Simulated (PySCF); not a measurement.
Species: 2,2-dimethylbutane, C₆H₁₄.
SMILES with atom numbers: `[CH3:1][CH2:2][C:3]([CH3:4])([CH3:5])[CH3:6]` (hydrogens: H7, H8, H9 on C1; H10, H11 on C2; H12, H13, H14 on C4; H15, H16, H17 on C5; H18, H19, H20 on C6)

Torsions of this conformer, `[CH3:1][CH2:2][C:3]([CH3:4])([CH3:5])[CH3:6]`: C1–C2–C3–C4 180°.

The closed-shell ground state was solved at several levels (PySCF, density fitting, gas phase, non-relativistic). Isolated species at its PBE0-D3(BJ)/def2-SVP geometry, gas phase.

```
             level  basis functions  total energy (Eh)  HOMO (eV)  LUMO (eV)  gap (eV)  dipole (D)
      HF/def2-SVPD              232          -235.2071     -11.98       2.67     14.65        0.05
    B97-2/pcSseg-1              172          -236.9636      -8.44       1.36      9.80        0.05
     PBE/def2-SVPD              232          -236.5726      -7.36      -0.06      7.30        0.06
    B3LYP/pcSseg-1              172          -237.0590      -8.49       1.00      9.49        0.05
      PBE0/6-31+G*              136          -236.7826      -8.65       0.42      9.07        0.06
BHandHLYP/pcSseg-1              172          -236.8850      -9.98       2.01     11.99        0.05
CAM-B3LYP/pcSseg-1              172          -236.9014     -10.10       2.16     12.26        0.05
      PBE0/cc-pVDZ              154          -236.7900      -8.57       1.67     10.24        0.05
     PBE0/pcSseg-1              172          -236.7498      -8.69       1.32     10.01        0.05
       PBE0/STO-3G               44          -234.0087      -7.39       9.88     17.27        0.03
      LDA/pcSseg-1              172          -234.7825      -7.43       0.25      7.68        0.05
     LDA/def2-SVPD              232          -234.6607      -7.43      -0.17      7.26        0.06
       PBE0/6-31G*              112          -236.7769      -8.49       2.38     10.87        0.04
```

(1) What might PBE0/aug-cc-pVDZ (264 basis functions) give for the same quantities?

(2) Over all these levels, which gives the widest orbital gap and which the narrowest?

(3) How much does the basis alone move the frontier levels among the 6 PBE0 rows (the withheld one included)?

(4) In the pcSseg-1 basis, how does the gap go with the fixed share of exact exchange?

(5) How far do the dipole and the HOMO energy spread over the levels?

## Answers

(1) Total energy -236.8038 Eh, HOMO -8.64 eV, LUMO -0.08 eV, gap 8.56 eV, dipole 0.06 D.

(2) PBE0/STO-3G (global hybrid, 25 % exact exchange) has the widest, 17.27 eV, and LDA/def2-SVPD (LDA) the narrowest, 7.26 eV. Functional and basis both differ between the two, so the spread mixes both effects. The HOMO need not be the same orbital at Hartree–Fock and at DFT levels.

(3) The HOMO by 1.30 eV and the LUMO by 9.96 eV. By rising basis size (HOMO, LUMO in eV): STO-3G -7.39, 9.88; 6-31G* -8.49, 2.38; 6-31+G* -8.65, 0.42; cc-pVDZ -8.57, 1.67; pcSseg-1 -8.69, 1.32; aug-cc-pVDZ -8.64, -0.08.

(4) LDA (0 %) 7.68 eV; B3LYP (20 %) 9.49 eV; B97-2 (21 %) 9.80 eV; PBE0 (25 %) 10.01 eV; BHandHLYP (50 %) 11.99 eV. Each rise in the share widens the gap here.

(5) The dipole runs from 0.03 to 0.06 D (mean 0.05 D) and the HOMO from -11.98 to -7.36 eV.
